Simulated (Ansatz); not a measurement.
## GaP, pressure series

The parent structure is GaP in the zinc blende structure (space group F-43m, No. 216; a = 5.452 Å).

Cell and atoms are relaxed at each pressure.

Calculations: plane-wave PAW DFT at the r2SCAN level (Ansatz, an electronic-structure program, 500 eV), scalar-relativistic without spin-orbit coupling, earlier PAW set.

```csv
P (GPa),V (Å³/atom)
-1.99,20.745
-0.99,20.491
2.99,19.620
6.99,18.912
14.99,17.802
29.98,16.332
50.00,14.997
75.00,13.829
100.00,12.966
```

Task: Fit a third-order Birch–Murnaghan equation of state.

Result: Least squares on P(V) = (3B₀/2)[(V₀/V)^(7/3) − (V₀/V)^(5/3)]·[1 + (3/4)(B₀′ − 4)((V₀/V)^(2/3) − 1)] gives V₀ = 20.25 Å³/atom, B₀ = 90 GPa and B₀′ = 4.1.

Measured bulk modulus of GaP: 89.6 GPa (static lattice; corrected from measurement; as listed in Daniel Mejia-Rodriguez, S. B. Trickey, Phys. Rev. B (2018)); the computed value is 0 % above it.

Between the base and pressure 7 GPa the gap moves from 1.85 eV to 1.72 eV, a mean slope of -18 meV/GPa.

Load acts through the strain it causes; cell and atoms are relaxed under it. Whether these cells are dynamically stable was not tested. Measured, GaP leaves this structure (for a Cmcm phase) near 26 GPa (temperature not stated; as listed in Datta, Sujoy, Jana, Debnarayan, arXiv (2020)).
